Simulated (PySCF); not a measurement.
# Stretching P₂

Set-up: PySCF, no relativity, basis sets P def2-TZVPP. Energies in eV from P + P in their ground configurations at the same level. State: ¹Σg⁺ (singlet), closed shell.

Curves on a restricted Hartree–Fock reference rise too fast on stretching and do not dissociate correctly.

```json
{"R (Å)": "1.620", "RHF-MP2": "-2.370", "r²SCAN": "-2.751", "r²SCANh": "-2.668"}
{"R (Å)": "1.696", "RHF-MP2": "-3.574", "r²SCAN": "-3.906", "r²SCANh": "-3.807"}
{"R (Å)": "1.771", "RHF-MP2": "-4.278", "r²SCAN": "-4.558", "r²SCANh": "-4.442"}
{"R (Å)": "1.827", "RHF-MP2": "-4.563", "r²SCAN": "-4.801", "r²SCANh": "-4.671"}
{"R (Å)": "1.884", "RHF-MP2": "-4.692", "r²SCAN": "-4.882", "r²SCANh": "-4.738"}
{"R (Å)": "1.940", "RHF-MP2": "-4.703", "r²SCAN": "-4.840", "r²SCANh": "-4.680"}
{"R (Å)": "2.016", "RHF-MP2": "-4.586", "r²SCAN": "-4.638", "r²SCANh": "-4.458"}
{"R (Å)": "2.110", "RHF-MP2": "-4.304", "r²SCAN": "-4.227", "r²SCANh": "-4.020"}
{"R (Å)": "2.223", "RHF-MP2": "-3.871", "r²SCAN": "-3.596", "r²SCANh": "-3.355"}
{"R (Å)": "2.374", "RHF-MP2": "-3.278", "r²SCAN": "-2.908", "r²SCANh": "-2.772"}
```

Question: Put a parabola through the three lowest points of the RHF-MP2 curve and estimate Re, k and ωe (reduced mass 15.49 u; 1 eV/Å² = 0.16022 mdyn/Å; ωe = 1302.8·√(k/μ) cm⁻¹).

Answer: Through R = 1.884, 1.94, 2.016 Å the second-order coefficient is 13.2 eV/Å², so Re ≈ 1.919 Å, k ≈ 4.21 mdyn/Å and ωe ≈ 680 cm⁻¹. A polynomial fit of higher order to the unrounded RHF-MP2 energies gives Re = 1.918 Å, k = 4.95 mdyn/Å, ωe = 737 cm⁻¹; anharmonicity and rounding make the difference.

The higher-order fit for each curve: RHF-MP2: Re = 1.918 Å, ωe = 737 cm⁻¹, De = 4.71 eV; r²SCAN: Re = 1.891 Å, ωe = 813 cm⁻¹, De = 4.88 eV; r²SCANh: Re = 1.884 Å, ωe = 828 cm⁻¹, De = 4.74 eV.

Correlated steps freeze 10 core orbitals. ⟨S²⟩ of the unrestricted solution departs from its pure value on part of the curve, where spin states mix. Where the molecule has an RHF reference, its open-shell atoms are computed with UHF.
